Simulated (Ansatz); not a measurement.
Relaxing ruthenium (hcp)

All numbers below come from DFT, PBEsol, plane waves (420 eV) with PAW, scalar-relativistic in Ansatz 0.2.0. (PAW data from PBE, frozen cores regenerated.)

k-point mesh 13×13×8, Fermi-Dirac smearing 0.05 eV, starting moments 1.00 ×2 μB. Cell and atoms relax.

Starting structure:

```yaml
crystal:
  lattice:
    - [2.7038898633, 0.0, 0.0]
    - [-1.3519449316, 2.3416373106, 0.0]
    - [0.0, 0.0, 4.28168]
  atoms:
    - { symbol: Ru, position: [0.3333333333, 0.6666666667, 0.25], spin: 1.0 }
    - { symbol: Ru, position: [0.6666666667, 0.3333333333, 0.75], spin: 1.0 }
hamiltonian:
  xc: pbesol
  pseudopotentials:
    kind: paw
    azcp:
      Ru: "pseudopotentials/Ru.paw.azcp"
basis:
  ecutwfc: 420
  fft_grid_basis: typed
kpoints:
  mp_grid: { grid: [13, 13, 8], shift: [0, 0, 0] }
magnetization:
  spin_polarized: true
scf:
  occupations: { method: fermi_dirac, width: 0.05 }
relax:
  max_steps: 60
  f_tol: 0.01
  cell: {}
```

The pressure at the start is -5.8 GPa. By how much does the volume change?

From 13.55 to 13.32 Å³ per atom, -1.7 %. The final cell has a = 2.694 Å, c = 4.240 Å (c/a = 1.574).

How much energy does the relaxation gain?

4.9 meV per atom.

Path of the relaxation (the plane waves are chosen anew near the end, which can shift the energy a little):

```json
{"step": "0", "E − E(final) (meV/atom)": "4.89", "V (Å³/atom)": "13.555", "P (GPa)": "-5.84", "max force (eV/Å)": "0.000"}
{"step": "1", "E − E(final) (meV/atom)": "-0.04", "V (Å³/atom)": "13.336", "P (GPa)": "-0.38", "max force (eV/Å)": "0.000"}
{"step": "2", "E − E(final) (meV/atom)": "-0.07", "V (Å³/atom)": "13.321", "P (GPa)": "0.01", "max force (eV/Å)": "0.000"}
{"step": "3", "E − E(final) (meV/atom)": "0.00", "V (Å³/atom)": "13.321", "P (GPa)": "0.02", "max force (eV/Å)": "0.000"}
```

Which magnetic state does it end in?

non-magnetic.
